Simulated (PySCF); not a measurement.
C4H4F2.
SMILES: `FCC#CCF`

All values: PBE0/pcSseg-1 (PySCF, non-relativistic), on one gas-phase PBE0-D3(BJ)/def2-SVP geometry that isn't relaxed in the solvent. The solvent is an IEF-PCM continuum (Bondi radii, 1.10 Å for H, scaled by 1.2). Only the electrostatic response of the medium enters.

```tsv
run	E − E(gas) (kJ/mol)	HOMO (eV)	HOMO–LUMO gap (eV)	dipole (D)
gas	0.00	-8.17	8.13	1.94
P	-16.92	-8.08	8.15	2.22
Q	-23.09	-8.07	8.15	2.33
```

Problem. The runs were made in chloroform and methanol. Which run belongs to which solvent?

Solution. P = chloroform, Q = methanol. The dielectric constants are 4.711 (chloroform), 32.61 (methanol), and the energy falls further as ε rises. In this model the ground state sees the solvent through ε alone.

Problem. How constant is the ratio of the lowering to (ε − 1)/(2ε + 1)?

Solution. 
```tsv
solvent	(ε − 1)/(2ε + 1)	E − E(gas) (kJ/mol)	ratio (kJ/mol)	polarisation term (kJ/mol)
chloroform	0.356	-16.92	-47.5	-18.57
methanol	0.477	-23.09	-48.4	-26.20
```

The ratio changes by +1.8 % in size from chloroform to methanol. The polarisation term is half the interaction of the solute with the induced surface charges.
